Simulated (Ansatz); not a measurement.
Mulliken charges of CH₃Na, SMILES `[CH3][Na]` from ωB97M-V/def2-TZVPP in Ansatz (PBE0-D4/def2-TZVP geometry).

| atom | x (Å) | y (Å) | z (Å) | charge (e) |
| --- | --- | --- | --- | --- |
| C1 | -0.099 | -0.067 | -0.203 | -0.928 |
| Na2 | 0.995 | 0.455 | 1.753 | 0.625 |
| H3 | -0.020 | -1.138 | -0.414 | 0.101 |
| H4 | -1.160 | 0.193 | -0.132 | 0.101 |
| H5 | 0.334 | 0.483 | -1.045 | 0.101 |

Task: By hand: the dipole of these point charges (1 e Å = 4.8032 D).

Result: Σ q r = (0.628, 0.300, 1.123) e Å, of length 1.321 e Å = 6.35 D.

Task: How does the dipole of the full density compare? (Best estimate.)

Result: Computed: (0.605, 0.289, 1.082) e Å, 6.11 D; the point charges give 1.04 times that, at 0° from its direction.

Point charges leave out the atoms' own dipoles, such as those of lone pairs, and Mulliken's split depends on the basis, so the close match here is no proof of good charges.
